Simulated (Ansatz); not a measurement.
# CH5BO: the cost of one run

Program: the Python package of Ansatz 0.2.0. The levels of theory stand in the script. These are calculated values, not measurements.

## 1. The structure

Bond lengths: B1–O2 1.405 Å, O2–C3 1.390 Å, B1–H4 1.145 Å, B1–H5 1.207 Å, C3–H6 1.088 Å, C3–H7 1.153 Å, C3–H8 1.157 Å. Angles: B1–O2–C3 107.2°, O2–B1–H4 122.1°, O2–B1–H5 123.0°, H4–B1–H5 114.8°, O2–C3–H6 114.0°, O2–C3–H7 108.2°, O2–C3–H8 111.3°, H6–C3–H7 108.2°, H6–C3–H8 112.1°, H7–C3–H8 102.2°.

The script holds or builds the structure itself.

## 2. The script

The input, composite_ch5bo.py:

```python
'''Relax CH5BO cheaply, then refine its energy.'''

import itertools
import logging
import sys

import ansatz as az
from ase.data import atomic_numbers, covalent_radii
import numpy as np

logging.basicConfig(stream=sys.stdout, format='%(name)s: %(message)s')
log = logging.getLogger('ansatz_job')
log.setLevel(logging.INFO)

BASIS = 'def2-SVP'
XC = 'b3lyp'
VDW = 'd3bj'

GEOMETRY = '''
B    -0.64730    0.71050   -0.82280
O     0.34220   -0.28590   -0.78800
C     0.53450   -0.62840    0.54490
H    -1.75830    0.45990   -0.94040
H    -0.39290    1.89030   -0.81750
H    -0.34710   -1.04680    1.02670
H     1.37950   -1.41060    0.59720
H     0.98150    0.25400    1.14420
'''


def main() -> None:
    geometry = az.Crystal.molecule()
    for line in GEOMETRY.strip().splitlines():
        symbol, *xyz = line.split()
        geometry = geometry.atom(symbol, [float(v) for v in xyz])

    setup = (
        geometry.calculation()
        .basis(gaussian=BASIS)
        .functional(XC, dispersion=VDW)
    )
    symbols = [site.symbol for site in geometry.cartesian_sites]
    start = np.array([site.position_ang for site in geometry.cartesian_sites], dtype=float)
    rep = setup.relax(force_tolerance=0.01).run(threads=1, backend='cpu').report
    end = np.array(rep['positions_ang'])
    # pairs closer than 1.2 times the sum of covalent radii, before or after
    radius = [covalent_radii[atomic_numbers[s]] for s in symbols]
    span = lambda where, i, j: np.linalg.norm(where[i] - where[j])
    bonded = [(i, j) for i, j in itertools.combinations(range(len(symbols)), 2) if min(span(start, i, j), span(end, i, j)) < 1.2 * (radius[i] + radius[j])]
    log.info('pair        before    after (A)')
    for i, j in bonded:
        print(f'{symbols[i]}{i}-{symbols[j]}{j}'.ljust(10), f'{span(start, i, j):8.4f} {span(end, i, j):8.4f}')

    minimum = az.Crystal.molecule()
    for symbol, place in zip(symbols, end):
        minimum = minimum.atom(symbol, place.tolist())
    at_minimum = minimum.calculation()
    # MP2 extrapolated to the basis limit, plus the small-basis difference CCSD(T) - MP2
    level = lambda method, basis: at_minimum.basis(gaussian=basis).correlation(method).run(threads=1, backend='cpu').report
    small, large, cluster = level('mp2', 'cc-pVDZ'), level('mp2', 'cc-pVTZ'), level('ccsd_t', 'cc-pVDZ')
    corr = lambda each: (each['free_energy_ev'] - each['reference_energy_ev']) / 27.211386246
    mp2_limit = (27 * corr(large) - 8 * corr(small)) / 19
    pieces = {'HF / cc-pVTZ': large['reference_energy_ev'] / 27.211386246, 'MP2 correlation, DZ-TZ limit': mp2_limit, 'CCSD(T) - MP2 / cc-pVDZ': corr(cluster) - corr(small)}
    for name, value in pieces.items():
        log.info(f'{name:32s} {value:14.6f} Ha')
    log.info(f'{"sum":32s} {sum(pieces.values()):14.6f} Ha')
    print('T1 diagnostic', round(cluster['correlation']['coupled_cluster']['t1_diagnostic'], 4))


if __name__ == '__main__':
    main()
```

## 3. The calls as engine input

The package turns the script's settings into the engine's input (first run):

```yaml
crystal:
  periodic: [false, false, false]
  atoms:
    - { symbol: B, position_ang: [-0.6473, 0.7105, -0.8228] }
    - { symbol: O, position_ang: [0.3422, -0.2859, -0.788] }
    - { symbol: C, position_ang: [0.5345, -0.6284, 0.5449] }
    - { symbol: H, position_ang: [-1.7583, 0.4599, -0.9404] }
    - { symbol: H, position_ang: [-0.3929, 1.8903, -0.8175] }
    - { symbol: H, position_ang: [-0.3471, -1.0468, 1.0267] }
    - { symbol: H, position_ang: [1.3795, -1.4106, 0.5972] }
    - { symbol: H, position_ang: [0.9815, 0.254, 1.1442] }
basis:
  gaussian:
    orbitals: def2-SVP
hamiltonian:
  xc: b3lyp
  dispersion: d3bj
relax:
  f_tol: 0.01
```

## 4. The run

Command:

```console
> python composite_ch5bo.py
```

What time and memory should one allow on 1 thread of Arm Neoverse V2, shared host?

About 23 s, with a peak of 0.31 GiB.
